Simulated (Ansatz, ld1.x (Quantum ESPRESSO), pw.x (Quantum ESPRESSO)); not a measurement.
**strontium: does the TM potential hold in the solid?**

| Quantity | Value |
| --- | --- |
| Element | Sr |
| Generator | ld1.x (Quantum ESPRESSO) 7.5 |
| Type | norm-conserving Troullier–Martins (Kleinman–Bylander form) |
| Functional | PBEsol |
| Relativity | scalar-relativistic |
| Frozen core | [Kr] |
| Valence charge | 2 |
| Reference configuration | 4d0 5s1.75 5p0.25 |
| Partial waves | 5p (bound): rc 4.20 bohr; 4d (bound, empty): rc 2.05 bohr; 5s (bound): rc 3.00 bohr |
| Local potential | the s channel |
| Core correction | none |

Atomic tests: cutoffs needed: 6 Ry and 8 Ry (the cutoffs (Ry, on a coarse ladder) from which the occupation-weighted sum of valence levels, in a spherical-Bessel basis at the reference potential, stays within 10 and 1 mRy of its value at 400 Ry) The cutoffs count occupied waves only; the empty 4d level needs 18 Ry at the loose tolerance.; ghost test: no extra level below or beside the all-electron valence levels (p, d, s, f tested) (spherical-Bessel basis up to 400 Ry, 20 bohr box); largest excitation error: +247 meV (all-electron minus pseudo) for 4d1 5s0 5p0, out of 7 test configurations.

Crystal test: sc Sr in pw.x 7.5, no spin, 9³ k-points, Fermi–Dirac smearing 0.01 Ry, cutoffs 35/140 Ry. The reference is all-electron LAPW (Ansatz 0.2.0) with the same functional, mesh and smearing; V0 and B0 come from Birch–Murnaghan fits to the pressures at five volumes. Errors are pseudo minus all-electron; Δ is the rms difference of the E(V) curves that follow from these fits, minima aligned, over ±6 % about the mean V0. Mesh and smearing are coarse, so the numbers serve the comparison and aren't converged zero-temperature values; the lattice is a test structure that the element need not adopt.

| V (Å³/atom) | P all-electron (GPa) | P pseudo (GPa) |
| --- | --- | --- |
| 51.696 | 0.34 | -0.39 |
| 53.057 | 0.13 | -0.52 |
| 54.417 | -0.06 | -0.64 |
| 55.777 | -0.23 | -0.74 |
| 57.138 | -0.38 | -0.84 |

All-electron: a0 = 3.779 Å (V0 = 53.98 Å³/atom), B0 = 7.3 GPa.

Pseudopotential: mean pressure error (GPa): -0.59. The pressure does not cross zero within the volumes sampled, so no fit is given. The largest radius (4.20 bohr) exceeds half the bond length (3.58 bohr), so the spheres overlap, which is one possible source of error among others. This is a poor potential for the solid.

Task: At the middle volume, how do free energy and pressure move when the wave cutoff is lowered (ecutrho kept at four times it)?

Result:

```csv
cutoff (Ry),shift of F (meV/atom),shift of P (GPa)
16,+64.5,-0.33
21,+13.8,-0.12
28,+1.2,-0.02
```

Input at the middle volume:

```
&control
  calculation='scf', prefix='x', pseudo_dir='./', outdir='./tmp', tstress=.true., disk_io='low'
/
&system
  ibrav=0, nat=1, ntyp=1, ecutwfc=35, ecutrho=140, nbnd=8,
  occupations='smearing', smearing='fd', degauss=0.01
/
&electrons
  conv_thr=1e-09, mixing_beta=0.4, electron_maxstep=70
/
ATOMIC_SPECIES
Sr 1.0 Sr.UPF
CELL_PARAMETERS angstrom
  3.78946760 0.00000000 0.00000000
  0.00000000 3.78946760 0.00000000
  0.00000000 0.00000000 3.78946760
ATOMIC_POSITIONS crystal
Sr 0.0000 0.0000 0.0000
K_POINTS automatic
9 9 9 0 0 0
```

```bash
pw.x < Sr.scf.in > Sr.scf.out
```

Lines of the output:

```
Message from routine setup:
     using ibrav=0 with symmetry is DISCOURAGED, use correct ibrav instead
     lattice parameter (alat)  =       7.1611  a.u.
     unit-cell volume          =     367.2241 (a.u.)^3
     number of electrons       =         2.00
     number of Kohn-Sham states=            8
     kinetic-energy cutoff     =      35.0000  Ry
     charge density cutoff     =     140.0000  Ry
     scf convergence threshold =      1.0E-09
     Exchange-correlation= PBESOL
     number of k points=    35  Fermi-Dirac smearing, width (Ry)=  0.0100
     iteration #  1     ecut=    35.00 Ry     beta= 0.40
     total energy              =      -1.32174185 Ry
     estimated scf accuracy    <       0.00155660 Ry
     iteration #  2     ecut=    35.00 Ry     beta= 0.40
     total energy              =      -1.32232806 Ry
     estimated scf accuracy    <       0.00059152 Ry
     iteration #  3     ecut=    35.00 Ry     beta= 0.40
     total energy              =      -1.32239960 Ry
     estimated scf accuracy    <       0.00000841 Ry
     iteration #  4     ecut=    35.00 Ry     beta= 0.40
     total energy              =      -1.32240316 Ry
     estimated scf accuracy    <       0.00000078 Ry
     iteration #  5     ecut=    35.00 Ry     beta= 0.40
     total energy              =      -1.32240372 Ry
     estimated scf accuracy    <       0.00000011 Ry
     iteration #  6     ecut=    35.00 Ry     beta= 0.40
     total energy              =      -1.32240374 Ry
     estimated scf accuracy    <          8.0E-09 Ry
     iteration #  7     ecut=    35.00 Ry     beta= 0.40
     the Fermi energy is     1.5322 ev
!    total energy              =      -1.32240375 Ry
     estimated scf accuracy    <          1.2E-10 Ry
     smearing contrib. (-TS)   =      -0.00583519 Ry
     The total energy is F=E-TS. E is the sum of the following terms:
     one-electron contribution =       0.92500906 Ry
     hartree contribution      =       0.00072549 Ry
     xc contribution           =      -0.65745440 Ry
     ewald contribution        =      -1.58484872 Ry
     convergence has been achieved in   7 iterations
          total   stress  (Ry/bohr**3)                   (kbar)     P=       -6.36
```

The run at the middle volume (35 k-points, 7 iterations) took about 3.5 s on one core of a shared host (Intel(R) Xeon(R) Platinum 8488C, 192 threads, 744 GiB, load 42).
